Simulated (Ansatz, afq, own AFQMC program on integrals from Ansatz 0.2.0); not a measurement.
# Atomization energy of HfOF₂, singlet, worked out

```xyz
4

Hf   -0.1185    0.0301    0.0000
O     0.4405    1.6923    0.0000
F     0.3710   -0.8539   -1.6420
F     0.3710   -0.8539    1.6420
```

Connectivity, by distances: O–Hf(–F)–F.

Basis def2-SVP with its core potentials. Only valence electrons are correlated. Integrals, coupled cluster, full CI and functionals: Ansatz 0.2.0; the random walks run on the same integrals in our own AFQMC program. ph-AFQMC/CISD is guided by a CISD state made of CCSD amplitudes; releasing the constraint for a short imaginary time cuts its bias at the price of noise, slowly where states lie close. Error bars are statistical, one sigma. No spin–orbit coupling. The metal's outer-core s and p shells are frozen, which shifts wave-function levels against functionals.

Total energies in eV. CBS is CCSD(T) at the limit of def2-TZVPP/QZVPP (extrapolated itself); the highest rung of each member is named.

Cautions: no spin-orbit coupling; outer-core shells of the metal frozen.

```tsv
member	count	CCSD(T)/def2-SVP	highest rung in def2-SVP	which	CCSD(T)/CBS
Hf (triplet)	+1	-1290.0505	-1290.0727	FCI	-1290.8548
O (triplet)	+1	-2036.4313	-2036.4367	FCI	-2040.9924
F (doublet)	+2	-2705.7565	-2705.7621	FCI	-2712.1062
HfOF₂, singlet	-1	-8757.5070	-8757.5772	CCSDT(Q)	-8776.8283
```

**Question.** Work out the best estimate of the atomization energy: the CCSD(T)/CBS difference plus the step from CCSD(T) to the highest rung.

**Answer.** Sums with the counts: CCSD(T)/CBS 20.7687 eV, highest rung 19.5436 eV, CCSD(T)/def2-SVP 19.5122 eV. The step is 19.5436 − 19.5122 = 0.0314 eV, so the best estimate is 20.7687 + (0.0314) = 20.8001 eV = 2006.9 kJ/mol. The basis set is worth 1.256 eV of it. Zero-point, core-correlation and spin–orbit terms aren't in it.

Best estimates are given only where the step beyond CCSD(T) is under 0.3 eV and no member's determinant is very poor (T1 over 0.05, or 0.07 for open shells, ⟨S²⟩ too high by 0.3, two states mixed), so the hardest cases are missing from such tables.

CCSDT and higher add their correlation energy to the determinant of the CCSD(T) run, since their own runs factorise the integrals more tightly (a shift of under 2 meV). Each member of a difference takes its own highest rung, so a best estimate needn't equal the limit plus the step of one row. The exponents were fitted on light atoms, and def2 sets of heavy atoms don't grow evenly, so the limit is rough here.
